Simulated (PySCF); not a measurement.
Structure with atom numbers: `[CH3:1][C@H:2]1[CH2:3][CH:4]=[C:5]1[Cl:6]`. Each H is labelled by its parent atom. Ha(C3) is cis to C1 on the ring; Hb(C3) is trans to C1 on the ring.

Geometry: PBE0-D3(BJ)/def2-SVP; GIAO shifts from PySCF 2.14.0 with density-fitted response routines, gas phase, non-relativistic, averaged over equivalent atoms.

At PBE0/def2-SVP (123 basis functions, 10 s wall time on 1 thread of an Arm Neoverse V2, shared host):
```tsv
atoms	δ (ppm)
C5	143.1
C4	125.3
C2	41.4
C3	32.3
C1	17.0
Cl6	195.8
H(C4)	5.66
H(C2)	2.53
Hb(C3)	2.27
Ha(C3)	1.68
H(C1)	0.96
```

δ = σ(ref) − σ, references computed at the same level: TMS for ¹³C (193.72 ppm), ¹H (31.34 ppm); ³⁵Cl (968.34 ppm) vs HCl.

**Question.** What do these become at B3LYP/pcSseg-1?

**Answer.** 
```json
{"atoms": "C5", "δ at B3LYP/pcSseg-1": "151.0", "change": "+7.9"}
{"atoms": "C4", "δ at B3LYP/pcSseg-1": "136.6", "change": "+11.3"}
{"atoms": "C2", "δ at B3LYP/pcSseg-1": "48.1", "change": "+6.7"}
{"atoms": "C3", "δ at B3LYP/pcSseg-1": "36.9", "change": "+4.6"}
{"atoms": "C1", "δ at B3LYP/pcSseg-1": "19.2", "change": "+2.2"}
{"atoms": "Cl6", "δ at B3LYP/pcSseg-1": "223.4", "change": "+27.6"}
{"atoms": "H(C4)", "δ at B3LYP/pcSseg-1": "5.88", "change": "+0.22"}
{"atoms": "H(C2)", "δ at B3LYP/pcSseg-1": "2.71", "change": "+0.18"}
{"atoms": "Hb(C3)", "δ at B3LYP/pcSseg-1": "2.56", "change": "+0.29"}
{"atoms": "Ha(C3)", "δ at B3LYP/pcSseg-1": "1.88", "change": "+0.20"}
{"atoms": "H(C1)", "δ at B3LYP/pcSseg-1": "1.14", "change": "+0.18"}
```

Chemical shifts δ = σref − σ; ¹³C (σref 179.24), ¹H (σref 31.38) vs TMS; HCl for ³⁵Cl (σref 930.46), all at this level.

The largest change is at Cl6 (chlorine bonded to C). Cost: 144 basis functions, 23 s wall time on 1 thread of an Arm Neoverse N1, shared host. The order of the carbon signals is the same at both levels.

Carbons that carry Cl, above all several Cl atoms, come out too deshielded, partly because spin–orbit coupling is missing.
